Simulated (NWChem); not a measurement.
System: CH cation, singlet

Output (shortened):

```
             Northwest Computational Chemistry Package (NWChem) 7.3.0
             --------------------------------------------------------

                             Geometry "geometry" -> ""
                             -------------------------

 Output coordinates in angstroms (scale by  1.889725989 to convert to a.u.)

  No.       Tag          Charge          X              Y              Z
 ---- ---------------- ---------- -------------- -------------- --------------
    1 C                    6.0000     0.00000000     0.00000000    -0.14502100
    2 H                    1.0000     0.00000000     0.00000000     1.00222300

 Effective nuclear repulsion energy (a.u.)       2.7675572886

  pbe96 is a nonlocal functional; adding pw91lda local functional.

                                 NWChem DFT Module
                                 -----------------

 Summary of "ao basis" -> "ao basis" (spherical)
 ------------------------------------------------------------------------------
       Tag                 Description            Shells   Functions and Types
 ---------------- ------------------------------  ------  ---------------------
 C                        aug-cc-pvdz                9       23   4s3p2d
 H                        aug-cc-pvdz                5        9   3s2p

            General Information
            -------------------
          SCF calculation type: DFT
          Wavefunction type:  closed shell.
          No. of atoms     :     2
          No. of electrons :     6
           Alpha electrons :     3
            Beta electrons :     3
          Charge           :     1
          Spin multiplicity:     1
          Use of symmetry is: off; symmetry adaption is: off
          Maximum number of iterations: 150
          AO basis - number of functions:    32
                     number of shells:    14
          Convergence on energy requested:  1.00D-06
          Convergence on density requested:  1.00D-05
          Convergence on gradient requested:  5.00D-04

              XC Information
              --------------
          PerdewBurkeErnzerhof Exchange Functional  1.000
            Perdew 1991 LDA Correlation Functional  1.000 local
           PerdewBurkeErnz. Correlation Functional  1.000 non-local

[...]

                                NWChem TDDFT Module
                                -------------------

            General Information
            -------------------
           No. of orbitals :      64
            Alpha orbitals :      32
             Beta orbitals :      32
        Alpha frozen cores :       0
         Beta frozen cores :       0
     Alpha frozen virtuals :       0
      Beta frozen virtuals :       0
         Spin multiplicity :       1
    Number of AO functions :      32
        Use of symmetry is : off
      Symmetry adaption is : off
         Schwarz screening :  0.10D-07

              XC Information
              --------------
   PerdewBurkeErnzerhof Exchange Functional   1.00
     Perdew 1991 LDA Correlation Functional   1.00 local
    PerdewBurkeErnz. Correlation Functional   1.00 non-local

             TDDFT Information
             -----------------
          Calculation type : TDDFT
         Wavefunction type : Restricted singlets
          No. of electrons :       6
           Alpha electrons :       3
            Beta electrons :       3
              No. of roots :       6
          Max subspacesize :    5200
            Max iterations :     100
               Target root :       1
           Target symmetry : none
      Symmetry restriction : off
                 Algorithm : Optimal
        Davidson threshold :  0.10D-03

    6 smallest eigenvalue differences (eV)
--------------------------------------------------------
  No. Spin  Occ  Vir  Irrep   E(Occ)    E(Vir)   E(Diff)
--------------------------------------------------------
    1    1    3    4 a        -0.671    -0.593     2.129
    2    1    3    5 a        -0.671    -0.593     2.129
    3    1    2    4 a        -0.992    -0.593    10.846
    4    1    2    5 a        -0.992    -0.593    10.846
    5    1    3    6 a        -0.671    -0.251    11.437
    6    1    3    7 a        -0.671    -0.145    14.314
--------------------------------------------------------

  Entering Davidson iterations
  Restricted singlet excited states

  Iter   NTrls   NConv    DeltaV     DeltaE      Time
  ----  ------  ------  ---------  ---------  ---------
    1      6       0     0.24E+00   0.10+100        0.3
    2     12       0     0.11E+00   0.28E-01        0.3
    3     24       0     0.73E-01   0.20E-01        0.4
    4     36       2     0.25E-02   0.50E-02        0.4
    5     44       4     0.33E-03   0.13E-05        0.3
    6     48       6     0.60E-04   0.26E-07        0.2
  ----  ------  ------  ---------  ---------  ---------
  Convergence criterion met

  Ground state a         -38.018047319326 a.u.

  ----------------------------------------------------------------------------
  Root   1 singlet a              0.103554069 a.u.                2.8179 eV
  ----------------------------------------------------------------------------
     Transition Moments    X  0.20511   Y  0.17699   Z -0.00000
     Dipole Oscillator Strength                    0.0050668844
     Electric Quadrupole                           0.0000000032
     Magnetic Dipole                               0.0000020340
     Total Oscillator Strength                     0.0050689216

[...]
```

Level: PBE/aug-cc-pVDZ, full TDDFT. Low-valent species are run as closed-shell singlets; no triplet was tried in these runs. Geometry: optimised at PBE0/def2-SVP.

Task: Which NWChem input produces such a log?

Result: Several could match; the one computed here: the input that was run:
```
start job
memory heap 200 mb stack 900 mb global 1100 mb
charge 1
geometry units angstroms noautosym nocenter noautoz
  C      0.000000     0.000000    -0.145021
  H      0.000000     0.000000     1.002223
end
basis spherical
  * library aug-cc-pvdz
end
dft
  xc xpbe96 cpbe96
  iterations 150
end
tddft
  nroots 6
  notriplet
end
task tddft energy
```
